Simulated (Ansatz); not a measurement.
The input (input.yaml):

```yaml
crystal:
  periodic: [false, false, false]
  atoms:
    - { symbol: Al, position_ang: [-0.024811, 0.203464, -0.018876] }
    - { symbol: O, position_ang: [0.073886, 0.057375, 1.850648] }
    - { symbol: H, position_ang: [-0.749871, -0.150029, 2.316749] }
    - { symbol: O, position_ang: [1.416817, -0.19259, -0.845787] }
    - { symbol: H, position_ang: [1.851381, -1.045416, -0.77055] }
    - { symbol: H, position_ang: [-1.482488, -0.089907, -0.574344] }
    - { symbol: H, position_ang: [0.103922, 1.867979, 0.593358] }
    - { symbol: H, position_ang: [0.081564, 1.244523, 1.449802] }
basis:
  gaussian: { orbitals: "6-31G*" }
hamiltonian:
  xc: pbe0
phonons: {}
```

Command:

```bash
$ ansatz run input.yaml --threads 1 --pin off --max-ram 2048MiB --backend cpu --events-out ev --progress --plain --runs-dir out
```

Hardware: 1 thread of Arm Neoverse V1, on a shared host.

Question: Roughly how long does this run take, and how much memory?

Answer: 63 s, with a peak of 0.11 GiB, for 0 ionic steps.
